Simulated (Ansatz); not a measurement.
Reaction (substitution at a C–N bond): `C=CN=O` + `C=CCO` → `C=CCOC=C` + `N=O`

Computed with Ansatz on PBE0-D4/def2-TZVP structures; ΔE is electronic, products minus reactants. CBS: MP2 limit from def2 TZ/QZ plus the TZ coupled-cluster correction, frozen cores. This one scheme is used for every species. Functionals use def2-TZVPP. B3LYP here is the variant with VWN-RPA as its local correlation; programs differ in this. HSE06 is defined as in plane-wave codes. One conformer a species, not always the lowest.

`C=CN=O`:

Cartesian coordinates in Å:
```
C 0.343 -0.495 0.887
C 0.195 0.105 -0.288
N -1.118 0.516 -0.639
O -1.189 1.054 -1.714
H 1.306 -0.843 1.238
H -0.525 -0.644 1.520
H 0.988 0.308 -1.004
```

`C=CCO`:

Cartesian coordinates in Å:
```
C -0.498 -1.256 -0.767
C -0.084 -0.002 -0.651
C -0.097 0.768 0.627
O 1.190 1.245 0.974
H -0.893 -1.800 0.086
H -0.469 -1.783 -1.714
H 0.316 0.524 -1.515
H -0.528 0.153 1.429
H -0.719 1.661 0.526
H 1.783 0.489 1.005
```

`C=CCOC=C`:

Z-matrix (Å, degrees):
```
C
C 1 1.487
O 1 1.416 2 108.5
H 1 1.100 2 110.5 3 -119.3
H 1 1.097 2 111.0 3 121.2
C 2 1.324 1 123.8 3 -129.5
H 2 1.087 1 115.7 3 51.9
C 3 1.344 1 116.4 2 -178.2
H 6 1.086 2 121.4 1 2.1
H 6 1.083 2 121.6 1 -177.7
C 8 1.330 3 128.2 1 -0.6
H 8 1.085 3 110.1 1 179.5
H 11 1.081 8 123.7 3 -0.1
H 11 1.081 8 118.6 3 180.0
```

`N=O`:

```xyz
3

N    -0.241   -0.352    0.100
O     0.185    0.010   -0.950
H     0.055    0.342    0.849
```

```
             level  ΔE (kJ/mol)  difference from CCSD(T)/CBS
       LDA (SPW92)         48.9                          5.3
            PBE-D4         49.7                          6.1
         revPBE-D4         46.5                          2.9
           BLYP-D4         48.8                          5.2
         r2SCAN-D4         50.8                          7.2
            B97M-V         48.8                          5.2
          B3LYP-D4         46.6                          3.0
        r2SCANh-D4         49.2                          5.6
        r2SCAN0-D4         47.2                          3.6
          HSE06-D4         46.9                          3.3
          BHLYP-D4         43.8                          0.2
           ωB97X-V         39.3                         -4.3
           ωB97M-V         39.7                         -3.9
            B2PLYP         47.7                          4.1
          PBE-QIDH         44.7                          1.1
               PBE         53.0                          9.4
            revPBE         54.6                         11.0
              BLYP         55.1                         11.5
            r2SCAN         52.0                          8.4
              PBE0         49.2                          5.6
             B3LYP         51.5                          7.9
           r2SCANh         50.6                          7.0
           r2SCAN0         48.6                          5.0
             BHLYP         47.5                          3.9
         CAM-B3LYP         45.5                          1.9
           LC-ωPBE         40.0                         -3.6
RPA@PBE/def2-TZVPP         31.1                        -12.5
       HF/def2-SVP         35.2                         -8.4
      MP2/def2-SVP         32.8                        -10.8
     CCSD/def2-SVP         28.2                        -15.4
  CCSD(T)/def2-SVP         29.6                        -14.0
    MP2/def2-TZVPP         43.2                         -0.4
SCS-MP2/def2-TZVPP         41.1                         -2.5
   CCSD/def2-TZVPP         38.0                         -5.6
CCSD(T)/def2-TZVPP         39.9                         -3.7
     HF/def2-QZVPP         43.3                         -0.3
    MP2/def2-QZVPP         45.6                          2.0
SCS-MP2/def2-QZVPP         43.5                         -0.1
      HF/CBS(def2)         43.4                         -0.2
     MP2/CBS(def2)         47.0                          3.4
       CCSD(T)/CBS         43.6                            0
```

Largest T1 diagnostic among the species: 0.015.

The D4 term adds −4.9 kJ/mol with B3LYP and −3.0 kJ/mol with PBE0; it sums over pairs of atoms, weighted by their polarisabilities, and B3LYP, whose exchange is more repulsive, gets the larger term. At CCSD(T), def2-SVP lies −14.0 kJ/mol from the extrapolated value and def2-TZVPP −3.8 kJ/mol. From PBE to PBE0 (25 % exact exchange), in def2-TZVPP and without D4, ΔE moves by −3.8 kJ/mol.
